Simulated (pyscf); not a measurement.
Thermochemistry of product channels of `[NH]=[SiH][Cl]` + `[H]` [doublet] on the doublet surface, in kJ/mol, from CCSD(T)/def2-TZVPP + ΔMP2(QZVPP) energies (ideal gas, 1 atm, RRHO with modes under 100 cm⁻¹ raised to 100, one conformer, R ln 2 for chiral ones without a mode under 150 cm⁻¹). Structures and frequencies: ωB97X-D3(BJ)/def2-SVP in PySCF. Correlated levels are frozen-core, on RHF or UHF. ΔMP2 is the change of the MP2 total energy from the triple- to the quadruple-zeta basis.

```
products                                      ΔE  ΔH(298 K)  ΔG(298 K)  ΔG(900 K)
----------------------------------------  ------  ---------  ---------  ---------
`[N][SiH3]` [triplet] + `[Cl]` [doublet]  +296.7     +299.6     +295.7     +291.5
`[NH][SiH2][Cl]` [doublet]                -198.8     -185.2     -156.6      -95.9
`[NH2][SiH][Cl]` [doublet]                -287.9     -263.6     -236.8     -179.2
`[N]=[SiH2]` [doublet] + `[ClH]`          +113.7     +114.2     +103.9      +87.0
```

These are energies of the channels, which say nothing of barriers. HN=SiH–Cl lies 110.3 kJ/mol over its isomer H₂N–Si:–Cl [singlet] (electronic energy, ωB97M-D3(BJ)). :N–SiH₃ [triplet] lies 289.7 kJ/mol over its isomer H₂N–SiH: [singlet] (electronic energy, ωB97M-D3(BJ)). The CCSD(T) − MP2 part came from Ansatz, without density fitting, on the same reference. An open-shell T1 diagnostic exceeds 0.045. A UHF reference is spin-contaminated (<S²> up to 1.21), which harms MP2 most. Left out: orbital degeneracy and the spin-orbit lowering of Cl.
